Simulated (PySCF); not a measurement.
**Core-level binding energies of boranamine**

Compound: boranamine, BH4N.
Atom-mapped SMILES: `[BH2:1][NH2:2]`

Method: PySCF 2.14.0, delta-SCF UKS SCAN, pcX-2 on the ionised atom, pcseg-1 elsewhere, spin-free X2C. Vertical ΔSCF values, vacuum level as zero.

Problem. Give the core binding energies atom by atom.

Solution. 
```json
{"atom(s)": "B1", "environment": "three-coordinate boron", "level": "B 1s", "binding energy (eV)": "195.85", "count": "1"}
{"atom(s)": "N2", "environment": "boron-bound nitrogen", "level": "N 1s", "binding energy (eV)": "405.65", "count": "1"}
```

Problem. Which photon wavelength matches the B 1s of B1 threshold?

Solution. λ = hc/E = 12398.42 eV Å / 195.85 eV = 63.306 Å.

Problem. Which photon energy gives electrons from B 1s of B1 a kinetic energy of 50 eV, and what is their de Broglie wavelength?

Solution. hν = 195.85 + 50 = 245.85 eV, recoil neglected; λ = 12.264 Å/√(E/eV) = 1.73 Å.

Spin contamination (⟨S²⟩ against 0.75 for a pure doublet) is marked for B 1s of B1 (0.87), which makes this value less certain. Geometry: PBE0-D3(BJ)/def2-SVP; no solvent, vibrations or thermal averaging.

Hardware: one thread, Intel Xeon Platinum 8488C (x86_64), shared host with 192 logical CPUs at a one-minute load of 114. Cost: 5.0 s, 0.43 GiB resident at most.
